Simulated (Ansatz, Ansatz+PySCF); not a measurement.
```xyz
8

Si    0.0000    0.0000   -1.0794
Si    0.0000    0.0000    1.0794
H     0.0000   -1.2913   -1.5545
H    -1.1183    0.6456   -1.5545
H     1.1183    0.6456   -1.5545
H     0.0000    1.2913    1.5545
H    -1.1183   -0.6456    1.5545
H     1.1183   -0.6456    1.5545
```

RHF-MP2 on singlet Si2H6 was run in several spherical basis sets with Ansatz (development build ahead of 0.2.0). Frozen core: 10 orbitals. Caution for RHF-MP2: no unrestricted run beside it, a lower state can exist.

Q: Rank the basis sets by the total energy that they give, lowest first, with the distance from the lowest.
A. 6-31G(d)
B. def2-SVP
C. cc-pVDZ
D. def2-TZVP

A: D (0.00 eV), C (1.72 eV), A (4.14 eV), B (6.58 eV).

Totals follow the description of the cores as much as that of the bonds, so this order isn't one of quality for chemistry.
